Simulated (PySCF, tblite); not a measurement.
Dissociation curve of SMILES O (H₂O). The O1–H3 bond (O1 also carries H; H3 carries nothing else) is stretched with both fragments frozen at the PBE0/def2-TZVP optimised geometry.

- GFN2-xTB, 300 K electronic temperature (tblite)
- UCCSD(T) = PySCF 2.14.0 with CCSD(T) on UHF/cc-pVTZ, 1 core orbital frozen

Energies relative to the lowest point of each curve near equilibrium, in kJ/mol; the last columns give the difference from UCCSD(T):

```
R / Å  GFN2-xTB  UCCSD(T)  GFN2-xTB − UCCSD(T)
-----  --------  --------  -------------------
0.73      235.3     240.5                 -5.2
0.77      140.7     146.5                 -5.8
0.82       65.3      69.3                 -4.0
0.87       23.3      24.9                 -1.6
0.90        9.5      10.1                 -0.6
0.92        4.0       4.2                 -0.2
0.96        0.0       0.0                  0.0
0.98        0.8       1.1                 -0.3
1.01        4.8       6.0                 -1.2
1.07       20.5      24.9                 -4.4
1.12       38.8      47.1                 -8.2
1.20       74.2      89.7                -15.5
1.28      113.6     136.5                -22.9
1.45      201.3     237.5                -36.2
1.59      270.8     311.7                -40.9
1.73      334.1     374.2                -40.1
1.91      403.9     437.4                -33.5
2.09      460.5     476.9                -16.4
2.35      521.7     500.1                 21.6
2.57      557.8     506.4                 51.4
2.90      592.5     509.5                 83.0
3.34      614.6     510.6                104.0
```

GFN2-xTB is furthest from UCCSD(T) at 3.34 (104.0 kJ/mol, above); its mean absolute difference over the points is 22.6 kJ/mol.

The unrestricted determinant behind UCCSD(T) is spin-contaminated at 1.45 to 3.34 Å (<S²> up to 1.0, against 0.00 for a pure singlet).
